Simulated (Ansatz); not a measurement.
An input meant for MgMeH (CH4Mg) (charge 0, singlet).

```yaml
crystal:
  periodic: [false, false, false]
  atoms:
    - {symbol: Mg, position_ang: [-0.007630, -0.010734, -1.314679]}
    - {symbol: C, position_ang: [0.005369, 0.007753, 0.780453]}
    - {symbol: H, position_ang: [-0.289654, 0.989944, 1.183521]}
    - {symbol: H, position_ang: [1.004140, -0.221397, 1.185625]}
    - {symbol: H, position_ang: [-0.691740, -0.736113, 1.198745]}
    - {symbol: H, position_ang: [-0.020484, -0.029443, -3.033675]}
basis:
  gaussian: {orbitals: def2-TZVP}
magnetization: {spin_polarized: true, initial_magnetization: 1}
hamiltonian: {xc: {name: PBE0}, dispersion: d3bjatm}
scf: {omitted_lower_state_checks: [starts]}
output: {forces: true}
```

```sh
$ ansatz run in.yaml --threads 2 --pin off --events-out ev --progress --plain --max-ram 4352MiB
```

Output, abridged:

```
Error: a molecule whose nuclei and cores have a total charge of 22 cannot have a net charge of 0 together with 1 unpaired electrons
```

**Question.** Something in this input is off. What?

**Answer.** The number of unpaired electrons doesn't fit the electron count. The program refused the input.
